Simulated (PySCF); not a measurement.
Task: Give a GFN2-xTB geometry of `C#CC(C)(C)O` (2-methyl-3-butyn-2-ol).

Result: 
```xyz
14
C5H8O angstrom
C      2.446    0.408   -0.344
C      1.285    0.252   -0.100
C     -0.138    0.141    0.227
C     -0.957    0.333   -1.060
C     -0.414   -1.229    0.851
O     -0.498    1.113    1.200
H      3.466    0.513   -0.569
H     -0.749    1.307   -1.501
H     -0.703   -0.436   -1.785
H     -2.017    0.271   -0.827
H     -1.469   -1.304    1.100
H     -0.146   -2.021    0.158
H      0.168   -1.336    1.762
H     -0.274    1.988    0.866
```

Any rigid rotation of these coordinates is as good. Atoms count from 1 in this order. Of the pairs four or more bonds apart, H8···H14 is among the closest relative to their van der Waals radii: 2.51 Å, 105 % of the sum of Bondi's values. The 4 C–C bonds span 1.197 Å (C1≡C2, drawn triple) to 1.537 Å (C3–C4, drawn single), a spread of 0.340 Å.

Bonds between heavy atoms (Å): C1≡C2 1.197, C2–C3 1.464, C3–C4 1.537, C3–C5 1.531, C3–O6 1.422.

The geometry is computed with GFN2-xTB (gas phase).

No GFN2-xTB frequencies stand behind this structure, so it isn't proved a minimum. One conformer, not necessarily the lowest (C2–C3–O6–H 57°).
